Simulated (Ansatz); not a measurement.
Ansatz (a program for electronic structure) input (HF/6-31G*):

Ansatz 0.2 input:
```yaml
crystal:
  periodic: [false, false, false]
  atoms:
    - {symbol: C, position_ang: [-0.00648512, 0.15555614, 0.00144013]}
    - {symbol: O, position_ang: [0.17523336, 1.32847963, 0.01161356]}
    - {symbol: O, position_ang: [-1.22764724, -0.37685610, 0.00020664]}
    - {symbol: H, position_ang: [-1.86059463, 0.33462373, 0.00858661]}
    - {symbol: C, position_ang: [1.06289548, -0.89897355, -0.01137045]}
    - {symbol: H, position_ang: [2.03459014, -0.42888550, -0.00996475]}
    - {symbol: H, position_ang: [0.95602728, -1.53710298, 0.85816819]}
    - {symbol: H, position_ang: [0.95082605, -1.52111897, -0.89176976]}
basis:
  gaussian:
    orbitals: 6-31G*
hamiltonian:
  xc: {name: HF}
phonons: {temperatures: {t_min: 298.15, t_max: 298.15, t_step: 100}}
```

Output:

```
WARN ansatz: RAYON_NUM_THREADS=1 ignored (pool sized by the plan → 1); use --threads N
Functional definition: HF
integrals: 0.02 GiB planned
736 factors; integrals over basis functions are off by at most 3.8e-4 eV
mean field: 0.13 GiB planned
mean field evaluation 1: about -6195.5681 eV, gradient 4.2e1 eV
mean field evaluation 2: about -6195.5673 eV, gradient 4.2e1 eV
mean field evaluation 4: about -6198.9898 eV, gradient 3.9e0 eV
mean field evaluation 8: about -6199.0431 eV, gradient 2.2e-1 eV
mean field -6199.04345853 eV, -227.8106452384 hartree, gradient 1.0e-5 eV, S^2 0.000000; 0 other end points of the search recorded, 0 dependent functions left out
the calculation of the forces begins
reference -6199.04345853 eV, -227.8106452384 hartree; 16, 16 occupied and 52, 52 virtual orbitals, 736 factors
these checks for a lower state are left out or cut short: stability, starts, cluster_reference, orbital_swaps, neighbouring_geometries, increment
integrals: 0.02 GiB planned
736 factors; integrals over basis functions are off by at most 3.8e-4 eV
mean field: 0.13 GiB planned
mean field evaluation 16: about -6199.0431 eV, gradient 3.7e-2 eV
mean field -6199.04307980 eV, -227.8106313204 hartree, gradient 1.2e-6 eV, S^2 0.000000; 0 other end points of the search recorded, 0 dependent functions left out
the calculation of the forces begins
reference -6199.04307980 eV, -227.8106313204 hartree; 16, 16 occupied and 52, 52 virtual orbitals, 736 factors
these checks for a lower state are left out or cut short: stability, starts, cluster_reference, orbital_swaps, neighbouring_geometries, increment
integrals: 0.02 GiB planned
736 factors; integrals over basis functions are off by at most 3.8e-4 eV
mean field: 0.13 GiB planned
mean field -6199.04308347 eV, -227.8106314553 hartree, gradient 1.2e-6 eV, S^2 0.000000; 0 other end points of the search recorded, 0 dependent functions left out
the calculation of the forces begins
reference -6199.04308347 eV, -227.8106314553 hartree; 16, 16 occupied and 52, 52 virtual orbitals, 736 factors
these checks for a lower state are left out or cut short: stability, starts, cluster_reference, orbital_swaps, neighbouring_geometries, increment
integrals: 0.02 GiB planned
736 factors; integrals over basis functions are off by at most 3.8e-4 eV
mean field: 0.13 GiB planned
mean field evaluation 32: about -6199.0433 eV, gradient 3.7e-2 eV
mean field -6199.04330531 eV, -227.8106396076 hartree, gradient 1.2e-6 eV, S^2 0.000000; 0 other end points of the search recorded, 0 dependent functions left out
the calculation of the forces begins
reference -6199.04330531 eV, -227.8106396076 hartree; 16, 16 occupied and 52, 52 virtual orbitals, 736 factors
these checks for a lower state are left out or cut short: stability, starts, cluster_reference, orbital_swaps, neighbouring_geometries, increment
integrals: 0.02 GiB planned
736 factors; integrals over basis functions are off by at most 3.8e-4 eV
mean field: 0.13 GiB planned
mean field -6199.04330353 eV, -227.8106395424 hartree, gradient 1.2e-6 eV, S^2 0.000000; 0 other end points of the search recorded, 0 dependent functions left out
the calculation of the forces begins
reference -6199.04330353 eV, -227.8106395424 hartree; 16, 16 occupied and 52, 52 virtual orbitals, 736 factors
these checks for a lower state are left out or cut short: stability, starts, cluster_reference, orbital_swaps, neighbouring_geometries, increment
integrals: 0.02 GiB planned
736 factors; integrals over basis functions are off by at most 3.8e-4 eV
mean field: 0.13 GiB planned
mean field -6199.04314874 eV, -227.8106338540 hartree, gradient 1.2e-6 eV, S^2 0.000000; 0 other end points of the search recorded, 0 dependent functions left out
the calculation of the forces begins
reference -6199.04314874 eV, -227.8106338540 hartree; 16, 16 occupied and 52, 52 virtual orbitals, 736 factors
these checks for a lower state are left out or cut short: stability, starts, cluster_reference, orbital_swaps, neighbouring_geometries, increment
integrals: 0.02 GiB planned
736 factors; integrals over basis functions are off by at most 3.8e-4 eV
mean field: 0.13 GiB planned
mean field -6199.04314503 eV, -227.8106337176 hartree, gradient 1.2e-6 eV, S^2 0.000000; 0 other end points of the search recorded, 0 dependent functions left out
the calculation of the forces begins
reference -6199.04314503 eV, -227.8106337176 hartree; 16, 16 occupied and 52, 52 virtual orbitals, 736 factors
these checks for a lower state are left out or cut short: stability, starts, cluster_reference, orbital_swaps, neighbouring_geometries, increment
integrals: 0.02 GiB planned
736 factors; integrals over basis functions are off by at most 3.8e-4 eV
mean field: 0.13 GiB planned
[...]
mean field -6199.04326789 eV, -227.8106382325 hartree, gradient 1.2e-6 eV, S^2 0.000000; 0 other end points of the search recorded, 0 dependent functions left out
the calculation of the forces begins
reference -6199.04326789 eV, -227.8106382325 hartree; 16, 16 occupied and 52, 52 virtual orbitals, 736 factors
these checks for a lower state are left out or cut short: stability, starts, cluster_reference, orbital_swaps, neighbouring_geometries, increment
integrals: 0.02 GiB planned
736 factors; integrals over basis functions are off by at most 3.8e-4 eV
mean field: 0.13 GiB planned
mean field -6199.04326444 eV, -227.8106381058 hartree, gradient 1.2e-6 eV, S^2 0.000000; 0 other end points of the search recorded, 0 dependent functions left out
the calculation of the forces begins
reference -6199.04326444 eV, -227.8106381058 hartree; 16, 16 occupied and 52, 52 virtual orbitals, 736 factors
these checks for a lower state are left out or cut short: stability, starts, cluster_reference, orbital_swaps, neighbouring_geometries, increment
integrals: 0.02 GiB planned
736 factors; integrals over basis functions are off by at most 3.9e-4 eV
mean field: 0.13 GiB planned
mean field evaluation 160: about -6199.0433 eV, gradient 1.2e-6 eV
mean field -6199.04326669 eV, -227.8106381885 hartree, gradient 1.2e-6 eV, S^2 0.000000; 0 other end points of the search recorded, 0 dependent functions left out
the calculation of the forces begins
reference -6199.04326669 eV, -227.8106381885 hartree; 16, 16 occupied and 52, 52 virtual orbitals, 736 factors
these checks for a lower state are left out or cut short: stability, starts, cluster_reference, orbital_swaps, neighbouring_geometries, increment
integrals: 0.02 GiB planned
736 factors; integrals over basis functions are off by at most 3.9e-4 eV
mean field: 0.13 GiB planned
mean field -6199.04342016 eV, -227.8106438282 hartree, gradient 2.7e-6 eV, S^2 0.000000; 0 other end points of the search recorded, 0 dependent functions left out
the calculation of the forces begins
reference -6199.04342016 eV, -227.8106438282 hartree; 16, 16 occupied and 52, 52 virtual orbitals, 736 factors
these checks for a lower state are left out or cut short: stability, starts, cluster_reference, orbital_swaps, neighbouring_geometries, increment
integrals: 0.02 GiB planned
736 factors; integrals over basis functions are off by at most 3.8e-4 eV
mean field: 0.13 GiB planned
mean field -6199.04342164 eV, -227.8106438828 hartree, gradient 2.8e-6 eV, S^2 0.000000; 0 other end points of the search recorded, 0 dependent functions left out
the calculation of the forces begins
reference -6199.04342164 eV, -227.8106438828 hartree; 16, 16 occupied and 52, 52 virtual orbitals, 736 factors
these checks for a lower state are left out or cut short: stability, starts, cluster_reference, orbital_swaps, neighbouring_geometries, increment
integrals: 0.02 GiB planned
736 factors; integrals over basis functions are off by at most 3.9e-4 eV
mean field: 0.13 GiB planned
mean field -6199.04340050 eV, -227.8106431060 hartree, gradient 1.2e-6 eV, S^2 0.000000; 0 other end points of the search recorded, 0 dependent functions left out
the calculation of the forces begins
reference -6199.04340050 eV, -227.8106431060 hartree; 16, 16 occupied and 52, 52 virtual orbitals, 736 factors
these checks for a lower state are left out or cut short: stability, starts, cluster_reference, orbital_swaps, neighbouring_geometries, increment
integrals: 0.02 GiB planned
736 factors; integrals over basis functions are off by at most 3.8e-4 eV
mean field: 0.13 GiB planned
mean field -6199.04340008 eV, -227.8106430903 hartree, gradient 1.6e-6 eV, S^2 0.000000; 0 other end points of the search recorded, 0 dependent functions left out
the calculation of the forces begins
reference -6199.04340008 eV, -227.8106430903 hartree; 16, 16 occupied and 52, 52 virtual orbitals, 736 factors
these checks for a lower state are left out or cut short: stability, starts, cluster_reference, orbital_swaps, neighbouring_geometries, increment
integrals: 0.02 GiB planned
736 factors; integrals over basis functions are off by at most 3.8e-4 eV
mean field: 0.13 GiB planned
mean field -6199.04344092 eV, -227.8106445913 hartree, gradient 7.3e-6 eV, S^2 0.000000; 0 other end points of the search recorded, 0 dependent functions left out
the calculation of the forces begins
reference -6199.04344092 eV, -227.8106445913 hartree; 16, 16 occupied and 52, 52 virtual orbitals, 736 factors
these checks for a lower state are left out or cut short: stability, starts, cluster_reference, orbital_swaps, neighbouring_geometries, increment
integrals: 0.02 GiB planned
736 factors; integrals over basis functions are off by at most 3.8e-4 eV
mean field: 0.13 GiB planned
mean field evaluation 192: about -6199.0442 eV, gradient 6.3e-2 eV
mean field -6199.04343988 eV, -227.8106445529 hartree, gradient 7.2e-6 eV, S^2 0.000000; 0 other end points of the search recorded, 0 dependent functions left out
the calculation of the forces begins
reference -6199.04343988 eV, -227.8106445529 hartree; 16, 16 occupied and 52, 52 virtual orbitals, 736 factors
these checks for a lower state are left out or cut short: stability, starts, cluster_reference, orbital_swaps, neighbouring_geometries, increment
integrals: 0.02 GiB planned
736 factors; integrals over basis functions are off by at most 3.8e-4 eV
mean field: 0.13 GiB planned
mean field -6199.04340733 eV, -227.8106433568 hartree, gradient 1.5e-6 eV, S^2 0.000000; 0 other end points of the search recorded, 0 dependent functions left out
the calculation of the forces begins
reference -6199.04340733 eV, -227.8106433568 hartree; 16, 16 occupied and 52, 52 virtual orbitals, 736 factors
these checks for a lower state are left out or cut short: stability, starts, cluster_reference, orbital_swaps, neighbouring_geometries, increment
integrals: 0.02 GiB planned
736 factors; integrals over basis functions are off by at most 3.8e-4 eV
mean field: 0.13 GiB planned
mean field -6199.04340803 eV, -227.8106433824 hartree, gradient 1.1e-6 eV, S^2 0.000000; 0 other end points of the search recorded, 0 dependent functions left out
the calculation of the forces begins
reference -6199.04340803 eV, -227.8106433824 hartree; 16, 16 occupied and 52, 52 virtual orbitals, 736 factors
these checks for a lower state are left out or cut short: stability, starts, cluster_reference, orbital_swaps, neighbouring_geometries, increment
integrals: 0.02 GiB planned
736 factors; integrals over basis functions are off by at most 3.8e-4 eV
mean field: 0.13 GiB planned
mean field -6199.04337877 eV, -227.8106423074 hartree, gradient 8.3e-7 eV, S^2 0.000000; 0 other end points of the search recorded, 0 dependent functions left out
the calculation of the forces begins
reference -6199.04337877 eV, -227.8106423074 hartree; 16, 16 occupied and 52, 52 virtual orbitals, 736 factors
these checks for a lower state are left out or cut short: stability, starts, cluster_reference, orbital_swaps, neighbouring_geometries, increment
integrals: 0.02 GiB planned
736 factors; integrals over basis functions are off by at most 3.8e-4 eV
mean field: 0.13 GiB planned
mean field -6199.04337855 eV, -227.8106422993 hartree, gradient 2.1e-6 eV, S^2 0.000000; 0 other end points of the search recorded, 0 dependent functions left out
the calculation of the forces begins
reference -6199.04337855 eV, -227.8106422993 hartree; 16, 16 occupied and 52, 52 virtual orbitals, 736 factors
Total energy: -6199.04345853 eV, -227.8106452384 hartree
Atom 0 at    -0.006485     0.155556     0.001440 Å, force     0.000400    -0.000166    -0.000003 eV/Å
Atom 1 at     0.175233     1.328480     0.011614 Å, force    -0.000080     0.000061     0.000001 eV/Å
Atom 2 at    -1.227647    -0.376856     0.000207 Å, force    -0.000040     0.000078     0.000001 eV/Å
Atom 3 at    -1.860595     0.334624     0.008587 Å, force    -0.000106    -0.000063    -0.000000 eV/Å
Atom 4 at     1.062895    -0.898974    -0.011370 Å, force    -0.000654     0.000623     0.000008 eV/Å
Atom 5 at     2.034590    -0.428885    -0.009965 Å, force     0.000078    -0.000289    -0.000003 eV/Å
Atom 6 at     0.956027    -1.537103     0.858168 Å, force     0.000201    -0.000122    -0.000049 eV/Å
Atom 7 at     0.950826    -1.521119    -0.891770 Å, force     0.000201    -0.000123     0.000045 eV/Å
Dipole moment:    -0.080498    -0.364470    -0.003090 e Å
Vibrations: 101.92 451.04 586.48 637.15 724.78 937.96 1113.52 1183.61 1354.49 1482.73 1573.63 1613.37 1619.58 2041.10 3231.52 3295.36 3343.91 4054.88 cm⁻¹, zero-point energy 1.819284 eV
```

The blocks after the first are displaced geometries, from whose forces the wavenumbers follow.
